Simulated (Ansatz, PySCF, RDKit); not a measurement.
Isomers of C2H3N. All species are isolated molecules in the gas phase. Strings in code marks are SMILES.

Quantity: electronic energy of isomers of C2H3N relative to `CC#N`, in eV. Force-field values (RDKit) are differences of steric energies, which aren't made for comparing isomers with other bonds.

Level 1: frozen-core CCSD(T)/cc-pVQZ // PBE0-D3(BJ)/def2-TZVP (Ansatz, an electronic-structure program)
Level 2: frozen-core CCSDT(Q)/6-31g // PBE0-D3(BJ)/def2-TZVP (Ansatz)
Level 3: PBE-D3(BJ)/def2-TZVP // PBE0-D3(BJ)/def2-TZVP (PySCF)
Level 4: MMFF94, relaxed from the DFT geometry (RDKit)

| species | level 2 | level 3 | level 4 |
|---|---|---|---|
| `C#CN` | 2.04 | 1.74 | -0.47 |
| `[C-]#[N+]C` | 1.18 | 1.08 | 0.025 |
| `C=C=N` | 1.53 | 0.91 | -0.57 |

Task: What does level 1 give for each, and how far do the other levels lie from it on average?

Result: 
- `C#CN`: 1.85
- `[C-]#[N+]C`: 1.05
- `C=C=N`: 1.22
Mean absolute difference from level 1, which has limits of its own, over these rows (drawn at random from the members that have all these levels): level 2 0.206 eV, level 3 0.154 eV, level 4 1.71 eV.
